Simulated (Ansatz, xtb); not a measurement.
Relaxing a trial structure of BClH3Si+

The starting geometry of this gas-phase singlet has its atoms placed at random.

```csv
atom,x (Å),y (Å),z (Å)
B,-0.7099,-0.9684,0.1227
Cl,0.6761,-1.6062,1.0718
Si,-0.1316,1.5060,-0.7437
H,0.3409,-0.6495,0.0863
H,-0.4741,-0.3840,0.8702
H,-0.9998,-1.4283,-0.8319
```

Problem. One run relaxed it with r2SCAN-D4/def2-SVP. What is a likely outcome?

Solution. It ends as a structure with H4 bridging B1 and Si3, H5 bridging Si3 and B1, H6 bridging B1 and Si3, given below by its coordinates. Distances that change by over a tenth: B1–H4 (1.10 → 1.34 Å), B1–H5 (0.98 → 1.34 Å), B1–H6 (1.10 → 1.34 Å), Cl2–H5 (1.69 → 2.66 Å). Contacts that open: Cl2–H4 (1.41 → 2.66 Å). Contacts that close: B1–Si3 (2.68 → 1.96 Å), Si3–H4 (2.36 → 1.70 Å), Si3–H5 (2.51 → 1.70 Å), Si3–H6 (3.06 → 1.70 Å).

The energy falls by 8.99 eV over 10 steps:

| step | E − E(last) (eV) |
| --- | --- |
| 1 | 8.989 |
| 2 | 5.432 |
| 3 | 3.333 |
| 4 | 2.110 |
| 5 | 1.192 |
| 6 | 0.609 |
| 7 | 0.192 |
| 8 | 0.006 |
| 9 | 0.001 |
| 10 | 0.000 |

Final geometry (Å):

```xyz
6

B    -0.0975   -0.9063    0.3039
Cl    0.4090   -2.2591    1.1886
Si   -0.6841    0.6615   -0.7217
H     0.7742   -0.1219   -0.3480
H    -0.7540    0.1109    0.8822
H    -0.9459   -1.0153   -0.7297
```

From the same start GFN2-xTB ends elsewhere, differing in B1–H4 (2.54 against 1.34 Å here), Cl2–H4 (1.28 against 2.66 Å here), Si3–H4 (4.26 against 1.70 Å here), Si3–H5 (2.68 against 1.70 Å here), Si3–H6 (2.68 against 1.70 Å here).

From so rough a start the end depends on the optimiser's path, so another program may land elsewhere. The end wasn't checked by frequencies. Run with Ansatz 0.2.0, 39 s on 1 thread of AMD EPYC (Zen 3) (shared host).
